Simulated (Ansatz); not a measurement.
**SiH2O (triplet): from Hartree-Fock to the top rungs at distance O1–H3 along a hydrogen transfer = 1.244 Å, cc-pVDZ**

The task here is to estimate one member of a computed series from the others.

The runs use Ansatz 0.2.0, Gaussian basis; cc-pVDZ, core rule «outside noble gas», up to 6 orbitals frozen.

The runs, in order: UHF; CCSD(T) on ROHF; CCSD(T) on UHF; BCCD(T) on ROHF; CISD; CCSDT(Q) on ROHF; CCSDT(Q) on UHF; CASSCF and MRCISD+Q, 4 electrons in 4 orbitals; CASSCF and NEVPT2, 4 electrons in 4 orbitals.

16 further runs of the same task are left out: 8 for a known fault of the program, 8 that didn't finish.

## The system

The geometry derives from fragments relaxed apart (PBE0/def2-TZVP) and kept rigid, so it is no stationary point. A hydrogen atom is moved between rigid fragments.

4 atoms, charge 0, spin multiplicity 3.

Atoms are counted from 1 here; the program's logs count them from 0.

Bond lengths: O1–H2 0.960 Å, O1–H3 1.244 Å. Angles: H2–O1–H3 105.1°.

The first run:

The input, in.yaml:

```yaml
crystal:
  periodic: [false, false, false]
  atoms:
    - {symbol: O, position_ang: [-1.014673, -0.231644, 0.000000]}
    - {symbol: H, position_ang: [-1.263982, 0.694932, 0.000000]}
    - {symbol: H, position_ang: [0.229327, -0.231644, 0.000000]}
    - {symbol: Si, position_ang: [2.049327, -0.231644, 0.000000]}
basis:
  gaussian: {orbitals: cc-pVDZ}
magnetization: {spin_polarized: true, initial_magnetization: 2}
hamiltonian: {xc: hf}
output: {orbitals: {seedname: orbitals}}
```

On the command line:

```sh
$ ansatz run in.yaml --threads 1 --pin off --events-out ev --progress --plain --max-ram 2393MiB
```

Among the steps run: UHF; CCSD(T) on ROHF; CCSD(T) on UHF; BCCD(T) on ROHF; CISD; CCSDT(Q) on ROHF; CCSDT(Q) on UHF; CASSCF and MRCISD+Q, 4 electrons in 4 orbitals; CASSCF and NEVPT2, 4 electrons in 4 orbitals.

One of the session's tables, all rows but one given; the rest of the session is left out.

It belongs to the step «Misses and costs». 

```
       method  from UCCSDT(Q) (meV)
         ROHF               +8339.3
          UHF               +8079.3
         RMP2                +936.7
         UMP2                     ?
         CISD                +911.9
        RCCSD                +234.0
        UCCSD                +223.3
     RCCSD(T)                 +46.8
     UCCSD(T)                 +48.6
      BCCD(T)                 +47.4
       RCCSDT                 +23.9
       UCCSDT                 +23.0
    RCCSDT(Q)                  +0.8
    UCCSDT(Q)                     0
  CASSCF pair               +7496.7
  NEVPT2 pair                +935.2
  MRCISD pair                +758.5
MRCISD+Q pair                 +95.0
```

Q: Estimate the row for UMP2 from the others.

The run gave: from UCCSDT(Q) (meV): +1052.7. In the column «from UCCSDT(Q) (meV)» it lies between RMP2 (+936.7) and CASSCF pair (+7496.7).

Limits of these values: Restricted and unrestricted rows rest on different reference determinants; where their highest levels disagree by more than a few hundredths of an eV, they describe different states and don't form one ladder.
